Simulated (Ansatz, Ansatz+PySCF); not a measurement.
```xyz
2

Al    0.0000    0.0000   -0.6309
F     0.0000    0.0000    0.9114
```

RHF-MP2 on singlet AlF was run in several spherical basis sets with Ansatz (development build ahead of 0.2.0). Frozen core: 6 orbitals.

Question: Rank the basis sets by the total energy that they give, lowest first, with the distance from the lowest.
A. def2-SVP
B. def2-TZVP
C. cc-pVDZ
D. 6-31G(d)
E. cc-pVTZ

Answer: B (0.00 eV), E (0.10 eV), C (3.58 eV), D (4.37 eV), A (7.99 eV).

Totals follow the description of the cores as much as that of the bonds, so this order isn't one of quality for chemistry.
